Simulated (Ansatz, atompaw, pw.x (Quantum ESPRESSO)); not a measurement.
# pw.x on sc Ru: one setting changed

Potential: PAW, atompaw 4.2.0.5, PBEsol; core [Ar] 3d10, reference 4s2 4p6 4d7 5s1 5p0; waves: 4s (bound): rc 1.45 bohr; 5s (bound): rc 2.00 bohr; 4p (bound): rc 1.35 bohr; 5p (bound, empty): rc 2.00 bohr; 4d (bound): rc 2.00 bohr; 4d channel at 1.3 Ry: rc 2.00 bohr; local part: bessel scheme, radius 1.75 bohr; core correction: smooth core density matched at 1.45 bohr; augmentation: besselshape compensation charge, radius 1.95 bohr; PAW radius 2.00 bohr; waves and projectors: custom rrkj gramschmidtortho.

The reference run (k-mesh 13³, cutoffs 100/900 Ry, Fermi–Dirac 0.01 Ry, mixing_beta 0.4, conv_thr 1e-9, no spin) gives 3.19 GPa at 15.273 Å³/atom, where all-electron LAPW gives 0.32 GPa. This run, with its own iteration cap, changes k-mesh points per axis to 8.

```
&control
  calculation='scf', prefix='x', pseudo_dir='./', outdir='./tmp', tstress=.true., disk_io='none'
/
&system
  ibrav=0, nat=1, ntyp=1, ecutwfc=100, ecutrho=900, nbnd=16,
  occupations='smearing', smearing='fd', degauss=0.01
/
&electrons
  conv_thr=1e-09, mixing_beta=0.4, electron_maxstep=50
/
ATOMIC_SPECIES
Ru 1.0 Ru.UPF
CELL_PARAMETERS angstrom
  2.48108390 0.00000000 0.00000000
  0.00000000 2.48108390 0.00000000
  0.00000000 0.00000000 2.48108390
ATOMIC_POSITIONS crystal
Ru 0.0000 0.0000 0.0000
K_POINTS automatic
8 8 8 0 0 0
```

```bash
pw.x < Ru.scf.in > Ru.scf.out
```

**Question.** How does the run end?

**Answer.** It converges in 14 iterations; the free energy moves by -41.8 meV/atom and the pressure by -0.07 GPa.

```
Message from routine setup:
     using ibrav=0 with symmetry is DISCOURAGED, use correct ibrav instead
     lattice parameter (alat)  =       4.6886  a.u.
     unit-cell volume          =     103.0673 (a.u.)^3
     number of electrons       =        16.00
     number of Kohn-Sham states=           16
     kinetic-energy cutoff     =     100.0000  Ry
     charge density cutoff     =     900.0000  Ry
     scf convergence threshold =      1.0E-09
     Exchange-correlation= SLA PW PSX PSC
     number of k points=    35  Fermi-Dirac smearing, width (Ry)=  0.0100
     iteration #  1     ecut=   100.00 Ry     beta= 0.40
     total energy              =    -426.88146912 Ry
     estimated scf accuracy    <       0.17972116 Ry
     iteration #  2     ecut=   100.00 Ry     beta= 0.40
     total energy              =    -426.94335260 Ry
     estimated scf accuracy    <       0.00368971 Ry
     iteration #  3     ecut=   100.00 Ry     beta= 0.40
     total energy              =    -426.94688009 Ry
     estimated scf accuracy    <       0.01560127 Ry
     iteration #  4     ecut=   100.00 Ry     beta= 0.40
     total energy              =    -426.96236269 Ry
     estimated scf accuracy    <       0.01794429 Ry
     iteration #  5     ecut=   100.00 Ry     beta= 0.40
     total energy              =    -426.96758737 Ry
     estimated scf accuracy    <       0.01121855 Ry
     iteration #  6     ecut=   100.00 Ry     beta= 0.40
     total energy              =    -426.96828121 Ry
     estimated scf accuracy    <       0.00071315 Ry
     [... 2 iterations left out ...]
     iteration #  9     ecut=   100.00 Ry     beta= 0.40
     total energy              =    -426.96832310 Ry
     estimated scf accuracy    <       0.00000129 Ry
     iteration # 10     ecut=   100.00 Ry     beta= 0.40
     total energy              =    -426.96832461 Ry
     estimated scf accuracy    <       0.00000244 Ry
     iteration # 11     ecut=   100.00 Ry     beta= 0.40
     total energy              =    -426.96832446 Ry
     estimated scf accuracy    <       0.00000058 Ry
     iteration # 12     ecut=   100.00 Ry     beta= 0.40
     total energy              =    -426.96832456 Ry
     estimated scf accuracy    <       0.00000008 Ry
     iteration # 13     ecut=   100.00 Ry     beta= 0.40
     total energy              =    -426.96832457 Ry
     estimated scf accuracy    <          4.2E-09 Ry
     iteration # 14     ecut=   100.00 Ry     beta= 0.40
     the Fermi energy is    19.5838 ev
!    total energy              =    -426.96832457 Ry
     estimated scf accuracy    <          4.7E-10 Ry
     smearing contrib. (-TS)   =      -0.00638164 Ry
     The total energy is F=E-TS. E is the sum of the following terms:
     one-electron contribution =     -43.06985739 Ry
     hartree contribution      =      41.85509894 Ry
     xc contribution           =     -20.89541724 Ry
     ewald contribution        =    -154.91894114 Ry
     one-center paw contrib.   =    -249.93282609 Ry
     convergence has been achieved in  14 iterations
          total   stress  (Ry/bohr**3)                   (kbar)     P=       31.15
     Message from routine punch:
     Nothing written, as per user request (disk_io='none')
```

The run took about 12 s on one core of a shared host (AMD EPYC 9R45 96-Core Processor, 96 threads, 376 GiB, load 24).
